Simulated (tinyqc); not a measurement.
Inside a calculation. Method: CIS and TDHF on RHF in the sto-6g basis, for BH2+, spin multiplicity 1. One step of it, computed by the program tinyqc.

Task: CIS triplet states. Diagonalise A (1 hartree = 27.211386 eV); each vector has its largest component positive (the first on a tie).

CIS matrix A, triplet (hartree):
```
           1>4       1>5        1>6        1>7        2>4       2>5        2>6        2>7
1>4   7.094740  0.000000  -0.081764   0.000000   0.012063  0.000000  -0.000642   0.000000
1>5   0.000000  7.129068   0.000000   0.000000   0.000000  0.009147   0.000000   0.000000
1>6  -0.081764  0.000000   7.645419   0.000000  -0.000642  0.000000   0.007264   0.000000
1>7   0.000000  0.000000   0.000000   7.686851   0.000000  0.000000   0.000000   0.008398
2>4   0.012063  0.000000  -0.000642   0.000000   0.290253  0.000000  -0.023180   0.000000
2>5   0.000000  0.009147   0.000000   0.000000   0.000000  0.329009   0.000000   0.000000
2>6  -0.000642  0.000000   0.007264   0.000000  -0.023180  0.000000   0.709537   0.000000
2>7   0.000000  0.000000   0.000000   0.008398   0.000000  0.000000   0.000000   0.794660
3>4   0.000000  0.000000   0.000000   0.008811   0.000000  0.000000   0.000000   0.069639
3>5   0.000000  0.000000   0.000000   0.000000   0.000000  0.000000   0.000000   0.000000
3>6   0.000000  0.000000   0.000000  -0.009822   0.000000  0.000000   0.000000  -0.116550
3>7   0.008811  0.000000  -0.009822   0.000000   0.069639  0.000000  -0.116550   0.000000

           3>4       3>5        3>6        3>7
1>4   0.000000  0.000000   0.000000   0.008811
1>5   0.000000  0.000000   0.000000   0.000000
1>6   0.000000  0.000000   0.000000  -0.009822
1>7   0.008811  0.000000  -0.009822   0.000000
2>4   0.000000  0.000000   0.000000   0.069639
2>5   0.000000  0.000000   0.000000   0.000000
2>6   0.000000  0.000000   0.000000  -0.116550
2>7   0.069639  0.000000  -0.116550   0.000000
3>4   0.159374  0.000000  -0.002567   0.000000
3>5   0.000000  0.216773   0.000000   0.000000
3>6  -0.002567  0.000000   0.573442   0.000000
3>7   0.000000  0.000000   0.000000   0.632247
```

Give: triplet excitation energies; lowest vectors.

Result:

triplet excitation energies (eV): 4.124  5.899  7.527  8.952  14.287  15.094  21.788  23.152  192.735  193.992  208.367  209.171

lowest vectors:
```
     state 1  state 2  state 3  state 4  state 5  state 6
1>4    0.000    0.000   -0.001    0.000    0.000   -0.001
1>5    0.000    0.000    0.000   -0.001    0.000    0.000
1>6    0.000    0.000    0.000    0.000    0.000    0.000
1>7   -0.001    0.000    0.000    0.000    0.001    0.000
2>4    0.000    0.000    0.981    0.000    0.000    0.152
2>5    0.000    0.000    0.000    1.000    0.000    0.000
2>6    0.000    0.000    0.001    0.000    0.000    0.609
2>7   -0.112    0.000    0.000    0.000    0.381    0.000
3>4    0.993    0.000    0.000    0.000    0.066    0.000
3>5    0.000    1.000    0.000    0.000    0.000    0.000
3>6   -0.025    0.000    0.000    0.000    0.922    0.000
3>7    0.000    0.000   -0.192    0.000    0.000    0.779
```
